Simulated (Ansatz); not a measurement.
Input:

```yaml
crystal:
  periodic: [false, false, false]
  atoms:
    - { symbol: Si, position_ang: [-0.222414, 0.070144, -0.130591] }
    - { symbol: H, position_ang: [-0.181078, 0.696894, 1.518498] }
    - { symbol: H, position_ang: [1.040972, -0.66752, 0.178267] }
    - { symbol: H, position_ang: [-0.032465, 1.451271, -0.661062] }
    - { symbol: H, position_ang: [-0.755053, -0.688092, -1.330791] }
    - { symbol: O, position_ang: [-1.822554, -0.348312, 0.781439] }
    - { symbol: H, position_ang: [-2.123446, -1.269279, 0.840451] }
    - { symbol: H, position_ang: [-1.166163, 0.125195, 1.567588] }
basis:
  gaussian: { orbitals: def2-SVP }
hamiltonian:
  xc: pbe0
phonons: {}
```

Launched with:

```bash
$ ansatz run input.yaml --threads 1 --pin off --max-ram 2048MiB --backend cpu --events-out ev --progress --plain --runs-dir out
```

Hardware: 1 thread of Arm Neoverse V2 (shared host).

Problem. Roughly how long does this run take, and how much memory?

Solution. 45 s, with a peak of 0.11 GiB, for 0 ionic steps.
